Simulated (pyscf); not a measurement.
# Four-centre exchange: B–Cl [singlet] + HF → B–F [singlet] + HCl

Gas phase, singlet surface, charge 0. Bonds broken: B1–Cl2, F3–H4. Bonds formed: B1–F3, Cl2–H4. Structures and frequencies: ωB97X-D3(BJ)/def2-SVP in PySCF. MP2 and CC: frozen core, UHF for open shells. ΔMP2 is the change of the MP2 total energy from the triple- to the quadruple-zeta basis.

Transition state (Å):

```xyz
4

B      0.7616     1.3627     0.2894
Cl     0.3958     0.7569    -1.6479
F     -0.0767     0.0648     0.6772
H     -0.1661    -0.0958    -0.4215
```

One imaginary mode, 937i cm⁻¹; descent along it reached the two sides named.

```csv
bond,change,reactant side (Å),saddle,product side
B1–Cl2,breaks,1.736,2.062,3.4
F3–H4,breaks,0.925,1.114,3.0
B1–F3,forms,2.8,1.593,1.272
Cl2–H4,forms,2.8,1.596,1.284
```

Electronic energies relative to the separated reactants (eV):

```tsv
level	barrier	reaction energy	reverse barrier
ωB97X-D3(BJ)/def2-TZVP	0.96	-1.16	2.11
PBE/def2-TZVP	0.62	-1.09	1.72
r²SCAN/def2-TZVP	0.72	-1.15	1.87
B3LYP-D3(BJ)/def2-TZVP	0.91	-1.19	2.10
PBE0-D3(BJ)/def2-TZVP	0.81	-1.11	1.92
M06-2X/def2-TZVP	0.91	-1.18	2.08
ωB97M-D3(BJ)/def2-TZVP	0.93	-1.20	2.14
HF/def2-TZVP	1.71	-1.32	3.03
MP2/def2-QZVPP	1.04	-1.08	2.13
CCSD/def2-TZVPP	1.22	-1.13	2.35
CCSD(T)/def2-TZVPP	1.10	-1.09	2.19
CCSD(T)/def2-TZVPP + ΔMP2(QZVPP)	1.09	-1.08	2.17
```

With CCSD(T)/def2-TZVPP + ΔMP2(QZVPP) energies and thermal terms (ideal gas, 1 atm, RRHO with modes under 100 cm⁻¹ raised to 100, one conformer, R ln 2 for rigid chiral ones), in eV:

```json
[
 {"T (K)": "298", "ΔH‡": "1.00", "ΔG‡": "1.37", "ΔH": "-1.12", "ΔG": "-1.12"},
 {"T (K)": "600", "ΔH‡": "0.98", "ΔG‡": "1.76", "ΔH": "-1.12", "ΔG": "-1.12"},
 {"T (K)": "900", "ΔH‡": "0.98", "ΔG‡": "2.16", "ΔH": "-1.13", "ΔG": "-1.11"},
 {"T (K)": "1200", "ΔH‡": "0.99", "ΔG‡": "2.55", "ΔH": "-1.13", "ΔG": "-1.11"}
]
```

This is the saddle that the search found; another between the same sides may lie lower. The CCSD(T) − MP2 part came from Ansatz, without density fitting, on the same reference.
